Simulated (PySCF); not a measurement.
Gas-phase reaction: 2 Al(CH₃)Cl₂ → 2 AlCl₂ + C₂H₆

Computed with PySCF and rigid-rotor harmonic-oscillator thermochemistry at 1 bar. † marks an energy on the PBE0/def2-TZVP geometry and frequencies; other levels use their own. MP2 and CCSD(T) freeze the core. 6-31G* has spherical d functions here. Open shells (unrestricted): AlCl₂ (multiplicity 2); the rest are closed-shell singlets. Methyl groups turn as free rotors in Al(CH₃)Cl₂. Al(CH₃)Cl₂: computed as isolated molecules; such fragments, hydroxides, amides, oligomers or adducts are transient or little studied in the gas. MP2 isn't extrapolated to the basis-set limit; its ΔH°(298 K) is 311.6 kJ in def2-SVP and 323.8 kJ in def2-TZVPP. CCSD(T) isn't extrapolated to the basis-set limit; its ΔH°(298 K) is 306.9 kJ in def2-SVP and 322.2 kJ in def2-TZVPP. The harmonic model lacks anharmonicity and excited electronic states, which grow with temperature; levels with a mode under 35 cm⁻¹ are left out. Internal rotation in C₂H₆ is treated as a harmonic vibration of one conformer, which makes the entropy rough.

```
level              ΔE electronic, kJ  ΔH°(298 K), kJ  ΔS°(298 K), J/K  ΔG°(1400 K), kJ
-----------------  -----------------  --------------  ---------------  ---------------
BLYP/def2-TZVP†                  275             282              139              104
CCSD(T)/def2-SVP†                299             307              139              129
HF/6-31G*                        213             222              141               40
M06-2X/def2-TZVP†                299             306              139              128
MP2/def2-SVP†                    304             312              139              134
LDA/def2-TZVP†                   319             326              139              148
```
ΔH° is lowest at HF/6-31G* and highest at LDA/def2-TZVP†. No reference value is set beside these.
